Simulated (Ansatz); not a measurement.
bcc Li, treated with LDA (PAW; Ansatz, a first-principles code).

Run with plane-wave cutoff 520 eV, 16×16×16 k mesh, Fermi–Dirac smearing 0.1 eV, perturbation theory, scalar-relativistic PAW data made under PBE.

Computed at the level's own relaxed cell.

```cif
data_Li2
_chemical_formula_sum 'Li2'
_space_group_name_H-M_alt 'Im-3m'
_space_group_IT_number 229
_space_group_name_Hall '-I 4 2 3'
_cell_length_a 3.36276
_cell_length_b 3.36276
_cell_length_c 3.36276
_cell_angle_alpha 90.000
_cell_angle_beta 90.000
_cell_angle_gamma 90.000
loop_
_atom_site_label
_atom_site_type_symbol
_atom_site_symmetry_multiplicity
_atom_site_Wyckoff_symbol
_atom_site_fract_x
_atom_site_fract_y
_atom_site_fract_z
_atom_site_occupancy
Li1 Li 2 a 0.00000 0.00000 0.00000 1
```
(The calculation used a cell of 1 atom; values per cell refer to that cell.)

Harmonic phonon frequencies (cm⁻¹; i marks an imaginary mode):

| q point | frequencies |
|---|---|
| H | 344 344 344 |
| N | 52 191 336 |
| P | [?] |

Task: What belongs in the gaps?

Result: 
- P, frequencies: 275 275 275

No imaginary mode appears at these points.
